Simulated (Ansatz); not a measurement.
## GaAs: pressure series

The parent structure is GaAs in the zinc blende structure (space group F-43m, No. 216; a = 5.667 Å).

Cell and atoms are relaxed at each pressure.

All numbers come from r2SCAN (Ansatz, a program for electronic structure), no spin-orbit coupling.

| pressure (GPa) | volume per atom (Å³/atom) |
|---|---|
| -2 | 23.427 |
| -1 | 23.071 |
| 0 | 22.746 |
| 2.1 | 22.135 |
| 4.5 | 21.532 |
| 9 | 20.601 |
| 15 | 19.614 |
| 22.5 | ? |
| 30 | 17.870 |

Q: Fit the third-order Birch–Murnaghan form P(V) = (3B₀/2)[(V₀/V)^(7/3) − (V₀/V)^(5/3)]·[1 + (3/4)(B₀′ − 4)((V₀/V)^(2/3) − 1)] (squares taken in P) to the rows shown and predict the withheld row.

A: Least squares on the printed values gives V₀ = 22.747 Å³/atom, B₀ = 73.0 GPa, B₀′ = 4.4; this predicts 18.645 Å³/atom, and the run gives 18.648 Å³/atom, 0.003 higher.

Measured bulk modulus of GaAs: 76.7 GPa (static lattice; corrected from measurement; as listed in Daniel Mejia-Rodriguez, S. B. Trickey, Phys. Rev. B (2018)); the computed value is 5 % below it.

Load acts through the strain it causes; cell and atoms are relaxed under it. No phonon test of stability was made. Measured, GaAs leaves this structure (for a Cmcm phase) near 15 GPa (room temperature; as listed in arXiv:1906.07825).
